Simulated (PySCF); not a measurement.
What does the PBE0-D3(BJ)/def2-SVP structure of BH2(OMe) (`O(B)C`) look like in three dimensions?

Z-matrix in Å and degrees, rows numbered from 1:
```
B 
H   1  1.2164
H   1  1.2084  2  122.91
O   1  1.3386  2  120.17  3  -179.84
C   4  1.4051  1  123.19  2     0.88
H   5  1.1004  4  109.18  1  -125.38
H   5  1.1009  4  109.36  1   116.41
H   5  1.1026  4  111.67  1    -4.44
```

B1 (boron bonded to O and 2 H) is planar (angles 122.9°, 120.2° and 116.9°, sum 360.0°, 0.00 Å off the plane of its three neighbours). Of the pairs four or more bonds apart, H2···H8 is among the closest relative to their van der Waals radii: 2.33 Å, 97 % of the sum of Bondi's values.

The calculation used PBE0-D3(BJ)/def2-SVP geometry optimisation, gas phase (PySCF 2.14.0).

Point group: near Cs, missed by 0.11 Å at most; the miss may be what the optimiser left on a soft mode. Whether it is a minimum is left open (no frequencies). The numbers are those of one conformer (H–B1–O4–C5 1° and -179°).

Time: 6.9 s of wall time. Hardware: x86-64 server, one thread, no GPU (shared host). These figures are those of the optimisation.
